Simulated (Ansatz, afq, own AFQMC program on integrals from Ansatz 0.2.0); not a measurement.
## AlBH2, triplet: a scan with AFQMC

```yaml
atoms:
  - { symbol: B, position_ang: [0.0000, 0.0000, 1.0513] }
  - { symbol: Al, position_ang: [0.0000, 0.0000, -0.8575] }
  - { symbol: H, position_ang: [0.0000, 0.0000, 2.2344] }
  - { symbol: H, position_ang: [0.0000, 0.0000, -2.4283] }
```

The B1–Al2 distance is changed with both sides rigid. Energies in mEh count from this geometry (1.909 Å) at the same level; the start stands on UHF, each point on the determinant named.

Basis 6-31G. Noble-gas cores (and the filled d shells of Ga–Kr and In–Xe) are frozen. Ansatz 0.2.0 and our own AFQMC program on the same integrals; the CISD trial comes from CCSD amplitudes, and released means the phaseless constraint is let go. Error bars are statistical, one sigma.

Cautions, each for one point or more: an unrestricted solution with more broken spin lies lower; lower spins were not checked; raised T1 diagnostic; strong correlation; the determinant is a saddle point among determinants of its kind; the ph-AFQMC/CISD walk drifts between its halves; the search met a lower determinant of the same kind, perhaps of another symmetry, and this one is a saddle point; unrestricted determinant slightly spin contaminated.

| r(B1–Al2) / Å | det. | T1 | weight | ⟨S²⟩ | CCSD(T) | ph-AFQMC/CISD | FCI | CCSDT(Q) | HF | CCSD |
| --- | --- | --- | --- | --- | --- | --- | --- | --- | --- | --- |
| 1.505 | UHF | 0.013 | 0.93 | 2.01 | 125.1 | 125.0 ± 0.1 | 125.4 | 125.4 | 117.1 | 124.4 |
| 2.337 | UHF | 0.022 | 0.88 | 2.03 | 30.5 | 31.0 ± 0.1 | 29.5 | 29.7 | 46.4 | 32.1 |
| 3.043 | UHF† | 0.046 | 0.85 | 2.02 | 99.5 | 99.4 ± 0.1 | 98.1 | 98.1 | 90.2 | 99.1 |
| 4.222 | UHF | 0.043 | 0.88 | 2.07 | 103.6 | 103.9 ± 0.1 | 104.3 | 104.2 | 84.8 | 101.8 |
| 6.546 | UHF | 0.040 | 0.89 | 2.06 | 103.5 | 103.7 ± 0.1 | 104.2 | 104.2 | 83.9 | 101.6 |

Weight is that of the determinant in the CISD state; at the start T1 is 0.015 and the weight 0.92, and ⟨S²⟩ is 2.02. A dagger marks points whose determinant fills other symmetries than the start's, so the wave-function levels may follow another state there, or a degenerate partner. Symmetry can't show for every point that it stays on the start's state. Largest departures from full CI: CCSD(T) 1.4 mEh at 3.043 (on UHF), ph-AFQMC/CISD 1.5 mEh at 2.337 (on UHF), CCSDT(Q) 0.2 mEh at 2.337 (on UHF), HF -20.4 mEh at 6.546 (on UHF), CCSD 2.7 mEh at 2.337 (on UHF). In total energy ph-AFQMC/CISD lies 18 ± 3 meV above full CI at the start, so its agreement along the curve rests in part on cancellation.

Some points may be missing: those where a free walk finds a much lower state, and past Zn most of those on another determinant than at the start.

CCSDT and higher add their correlation energy to the determinant of the CCSD(T) run, since their own runs factorise the integrals more tightly (a shift of under 2 meV). A walk keeps the symmetry of its determinant, which the program's search chose and which needn't be the lowest solution, so a lower state of the same spin and another symmetry isn't excluded.
